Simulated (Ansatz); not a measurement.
# BSiH2 (quartet): wave-function methods side by side at distance Si1–B2 = 6.607 Å, 6-31G

Aim: climb from Hartree-Fock through coupled cluster and multireference methods for BSiH2 (quartet) at one geometry and basis, and see what each rung misses.

Method: 6-31G, core rule «outside noble gas», up to 6 orbitals frozen; program: Ansatz 0.2.0, Gaussian basis.

Plan: UHF; CCSD(T) on ROHF; CCSD(T) on UHF; BCCD(T) on ROHF; CISD; CCSDT(Q) on ROHF; CCSDT(Q) on UHF; CCSDTQ on UHF; CASSCF and MRCISD+Q, 5 electrons in 5 orbitals; CASSCF and NEVPT2, 5 electrons in 5 orbitals; CASSCF and MRCISD+Q, 9 electrons in 10 orbitals; CASSCF and NEVPT2, 9 electrons in 10 orbitals; Full CI.

1 further run of the same task is left out (it didn't finish).

### Step 1. What is computed

The geometry derives from a PBE0/def2-TZVP stationary point (not a proven minimum). One bond is set to the value named and the two fragments are kept rigid.

4 atoms, charge 0, spin multiplicity 4.

Atoms are counted from 1 here; the program's logs count them from 0.

Bond lengths: Si1–H3 1.512 Å, B2–H4 1.193 Å.

### Step 2. UHF

Contents of in.yaml:

```yaml
crystal:
  periodic: [false, false, false]
  atoms:
    - {symbol: Si, position_ang: [0.000000, -0.493773, 3.288730]}
    - {symbol: B, position_ang: [0.000000, -0.540183, -3.318106]}
    - {symbol: H, position_ang: [0.000000, 0.724359, 4.184284]}
    - {symbol: H, position_ang: [0.000000, 0.309596, -4.154908]}
basis:
  gaussian: {orbitals: 6-31G}
magnetization: {spin_polarized: true, initial_magnetization: 3}
hamiltonian: {xc: hf}
output: {orbitals: {seedname: orbitals}}
```

Command:

```
$ ansatz run in.yaml --threads 1 --pin off --events-out ev --progress --plain --max-ram 4096MiB --backend cpu
```

After this run come: CCSD(T) on ROHF; CCSD(T) on UHF; BCCD(T) on ROHF; CISD; CCSDT(Q) on ROHF; CCSDT(Q) on UHF; CCSDTQ on UHF; CASSCF and MRCISD+Q, 5 electrons in 5 orbitals; CASSCF and NEVPT2, 5 electrons in 5 orbitals; CASSCF and MRCISD+Q, 9 electrons in 10 orbitals; CASSCF and NEVPT2, 9 electrons in 10 orbitals; Full CI.

Before running them: what should the planned runs give, taken together? Wanted: FCI below the RHF energy; RMP2 from FCI; UMP2 from FCI; RCCSD from FCI; RCCSD(T) from FCI; UCCSD(T) from FCI; RCCSDT(Q) from FCI; UCCSDT(Q) from FCI; MRCISD+Q pair from FCI.

**Answer**, as computed:

| quantity | value |
| --- | --- |
| FCI below the RHF energy | -2.1533 eV |
| RMP2 from FCI | +69.6 kJ/mol |
| UMP2 from FCI | +69.2 kJ/mol |
| RCCSD from FCI | +2.7 kJ/mol |
| RCCSD(T) from FCI | +1.0 kJ/mol |
| UCCSD(T) from FCI | +1.0 kJ/mol |
| RCCSDT(Q) from FCI | +0.1 kJ/mol |
| UCCSDT(Q) from FCI | +0.1 kJ/mol |
| MRCISD+Q pair from FCI | -1.4 kJ/mol |
| levels within 1 kcal/mol (43 meV) | RCCSD, UCCSD, RCCSD(T), UCCSD(T), BCCD(T), RCCSDT, UCCSDT, RCCSDT(Q), UCCSDT(Q), MRCISD+Q pair |
| T1 diagnostic | 0.012 |
| effectively unpaired electrons | 3.21 |

What this shows: RCCSD(T) misses by +1.0 kJ/mol, 0.5 % of the correlation energy. MRCISD+Q pair falls below full CI: the +Q correction isn't variational, and the cores differ from full CI's. The occupations show some static correlation. These misses are within one basis, not against nature; the frozen cores of restricted and unrestricted runs differ, which can shift their rows.
